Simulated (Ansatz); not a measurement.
Take a crystal in which Cd has been replaced by Zn on all its sites, with the cell rescaled by a rough guess (in some cases also distorted within its space group) and nothing relaxed:

```
Li Zn
1.0
     2.88481    0.00000    0.00000
    -1.44240    2.49831    0.00000
     0.00000    0.00000    9.31646
Li Zn
1 3
Direct
  0.00000 0.00000 0.00000
  0.00000 0.00000 0.50000
  0.66667 0.33333 0.22578
  0.66667 0.33333 0.77422
```

Method: DFT PBEsol, scalar-relativistic, plane waves, PAW (Ansatz 0.2.0).

Plane waves to 420 eV, a k mesh through Γ of 18×18×6 on the computed 4-atom cell and Gaussian smearing (0.10 eV); no spin polarisation.

What pressure does the cell carry?

The pressure is -7.7 GPa (positive in compression), so the cell would contract.

Is it a metal on this mesh?

Yes, a band crosses the Fermi level.

What is its energy against the elements in their standard states?

+0.048 eV/atom at this unrelaxed geometry, with the elements in the same functional.